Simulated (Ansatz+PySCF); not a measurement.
Values are calculated unless marked as measured or tabulated.
A run of Ansatz (development build ahead of 0.2.0) on doublet C2H4(+) at this shape:

```yaml
atoms:
  - { symbol: C, position_ang: [0.0072, 0.0039, -0.6997] }
  - { symbol: C, position_ang: [-0.0072, -0.0066, 0.6919] }
  - { symbol: H, position_ang: [0.2234, -0.9005, -1.2512] }
  - { symbol: H, position_ang: [-0.2263, 0.8980, -1.2504] }
  - { symbol: H, position_ang: [-0.2206, -0.9028, 1.2573] }
  - { symbol: H, position_ang: [0.2351, 0.9119, 1.2605] }
```

Its results:

- Converged: yes
- Reference energy: -77.73445 hartree
- Correlation energy: -0.27862 hartree
- Total energy: -78.01306 hartree
- Spin squared of the determinant: 0.750
- Stability test: minimum among restricted orbitals

Forces (eV/Å):
```
atom      Fx      Fy      Fz
  C1  -0.134  -0.291   0.047
  C2   0.344   0.821   0.586
  H3   0.001  -0.119  -0.077
  H4   0.059   0.319  -0.132
  H5   0.002  -0.175  -0.023
  H6  -0.271  -0.555  -0.402
```

(1) Which input gives this output? Name the method, the orbitals and the basis set, and write the input.

Results:

(1) ROHF-MP2 in cc-pVTZ.

```yaml
crystal:
  periodic: [false, false, false]
  atoms:
    - { symbol: C, position_ang: [0.0072, 0.00385, -0.6997] }
    - { symbol: C, position_ang: [-0.00722, -0.00661, 0.69186] }
    - { symbol: H, position_ang: [0.22344, -0.90052, -1.2512] }
    - { symbol: H, position_ang: [-0.22631, 0.89803, -1.25036] }
    - { symbol: H, position_ang: [-0.22057, -0.9028, 1.25727] }
    - { symbol: H, position_ang: [0.23511, 0.91194, 1.26052] }
basis:
  gaussian: { orbitals: cc-pVTZ }
total_charge: 1
magnetization:
  initial_magnetization: 1
hamiltonian:
  xc: hf
correlation:
  method: mp2
  frozen_orbitals: { C: 1, H: 0 }
output:
  forces: true
```

Caution: MP2 on this radical cation hangs on the determinant chosen.
